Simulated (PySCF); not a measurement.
Method: PySCF with B3LYP-D3(BJ)/def2-TZVP. Isolated molecules, 0 K electronic values unless said otherwise. B3LYP has the VWN-RPA correlation part, as in Gaussian. 

Reference species (SMILES): `[SiH4]` (neutral, multiplicity 1).

dipole moment: 0.00 D

Changed species: `Cl[SiH2]Cl` (whole molecule; the reference has whole molecule).

Question: Give the shifts of the dipole moment.

Answer: the dipole moment goes up by 1.21 D, to 1.21 D.
